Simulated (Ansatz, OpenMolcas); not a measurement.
# AlF2 (SMILES [F][Al][F]): methods side by side

AlF2 has 3 atoms, charge 0, and is taken as a doublet. SMILES: `[F][Al][F]`. The shape is that of a PBE0-D4/def2-TZVP optimisation.

```xyz
3

F     0.5330   -1.3612    0.1364
Al    0.3887    0.2754    0.2452
F    -0.9325    1.0210   -0.3948
```

Each level gives the energy change with the F1–Al2 bond stretched from 1.647 to 2.058 Å (eV). The values are calculated.

```tsv
level	kind	program	value (eV)	less FCI/STO-3G	CPU time (all runs)
USVWN5/STO-3G	LDA	OpenMolcas	1.42	+0.08	8.2 s
UPBE/STO-3G	GGA	Ansatz	1.22	-0.12	4.1 s
U-r2SCAN0/STO-3G	hybrid meta-GGA	Ansatz	1.49	+0.15	8.3 s
UPBE0/STO-3G	global hybrid	Ansatz	1.40	+0.06	3 s
U-wB97X/STO-3G	range-separated hybrid	Ansatz	1.46	+0.12	16 s
UCAM-B3LYP/STO-3G	range-separated hybrid	Ansatz	1.48	+0.14	3.8 s
UB2PLYP/STO-3G	double hybrid	Ansatz	1.47	+0.13	4.4 s
UMP2/STO-3G	perturbation theory	Ansatz	1.67	+0.33	0.37 s
UBCCD(T)/STO-3G	coupled cluster or CI	Ansatz	1.36	+0.02	1.2 s
FCI/STO-3G	exact in the basis	Ansatz	1.34	0.00	1.4 s
```

FCI/STO-3G is exact within its basis and frozen core, so for wave-function methods in that basis the difference is their error; functionals converge differently with the basis, so for them it is only a difference. The first shape isn't each level's own minimum. The values span 1.22 to 1.67 eV. Spin contamination of the reference (⟨S²⟩ at least 0.1 too high) touches UMP2/STO-3G, UBCCD(T)/STO-3G. All rows use very small basis sets, so even the best lies far from the true value. Times are those of the runs behind each value, whatever else they computed, on shared processors of several kinds: orders of magnitude only.
